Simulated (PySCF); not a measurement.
# AsBrH4: the cost of one run

Computed with PySCF 2.14.0; each step states its level. No surroundings beyond the atoms listed, unless a continuum is named. Atoms count from 0, parts from 1.

## Step 1: The system as given

6 atoms, charge 0, multiplicity 1; geometry: GFN2-xTB. Parts: 1 = atoms 0–1, `Br`, charge 0; 2 = atoms 2–5, `[AsH3]`, charge 0.

## Step 2: Optimising the geometry at PBE0-D3(BJ)/def2-TZVPD

Job settings and geometry (Å):

```
{"job": {"xc": "PBE0", "basis": "def2-TZVPD", "d3": "d3bj", "grid": 3, "kind": "geom", "shake": 0.01}, "charge": 0, "multiplicity": 1, "parts": [{"atoms": "0-1", "charge": 0, "multiplicity": 1}, {"atoms": "2-5", "charge": 0, "multiplicity": 1}]}
Br     0.617923     0.020714     0.256580
H     -0.518640    -0.645249    -0.251174
As    -2.178601     1.969200     1.099671
H     -3.066056     3.001590     1.644850
H     -1.245874     3.048975     0.635668
H     -1.449385     1.945367     2.416559
```

Run with:

```sh
$ OMP_NUM_THREADS=1 python cluster_run.py task.json out
```

One launch serves the whole session: the jobs run in the order shown.

**Question.** How long does this first job take on 1 thread of Arm Neoverse N1, shared host, and how much memory does it need?

About 4.9 min, with a peak of 0.64 GiB.
